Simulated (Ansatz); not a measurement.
**BSiH₂+ (triplet): from Hartree-Fock to the top rungs, def2-QZVPP**

An exercise on one series of results from a longer session: the logs are not shown, and one member is left open.

Computed with Ansatz 0.2.0, Gaussian basis. Level: def2-QZVPP, core rule «outside noble gas», up to 6 orbitals frozen.

To be run: UHF; ROHF; CCSD(T) on UHF.

**The system**

The geometry is a PBE0/def2-TZVP stationary point (not a proven minimum) of the parent state, kept for this charge and spin.

4 atoms, charge 1, spin multiplicity 3.

Atoms are counted from 1 here; the program's logs count them from 0.

Bond lengths: Si1–B2 1.915 Å, Si1–H3 1.512 Å, B2–H4 1.193 Å. Angles: B2–Si1–H3 126.7°, Si1–B2–H4 134.2°.

The first run:

The input, in.yaml:

```yaml
crystal:
  periodic: [false, false, false]
  atoms:
    - {symbol: Si, position_ang: [0.000000, -0.047060, 0.551810]}
    - {symbol: B, position_ang: [0.000000, -0.060513, -1.363344]}
    - {symbol: H, position_ang: [0.000000, 1.171072, 1.447364]}
    - {symbol: H, position_ang: [0.000000, 0.789266, -2.200146]}
basis:
  gaussian: {orbitals: "def2-QZVPP.json"}
total_charge: 1
magnetization: {spin_polarized: true, initial_magnetization: 2}
hamiltonian: {xc: hf}
output: {orbitals: {seedname: orbitals}}
```

The run is started by

```bash
> ansatz run in.yaml --threads 1 --pin off --events-out ev --progress --plain --max-ram 2560MiB --backend cpu
```

Among the steps run: UHF; ROHF; CCSD(T) on UHF.

One of the session's tables, all rows but one given; the rest of the session is left out.

| method | from UCCSD(T) (kcal/mol) |
| --- | --- |
| ROHF | +122.01 |
| UHF | ? |
| UMP2 | +24.15 |
| UCCSD | +4.70 |
| UCCSD(T) | 0 |

Q: Estimate the row for UHF from the others.

The run gave: from UCCSD(T) (kcal/mol): +119.65. In the column «from UCCSD(T) (kcal/mol)» it lies between UMP2 (+24.15) and ROHF (+122.01).
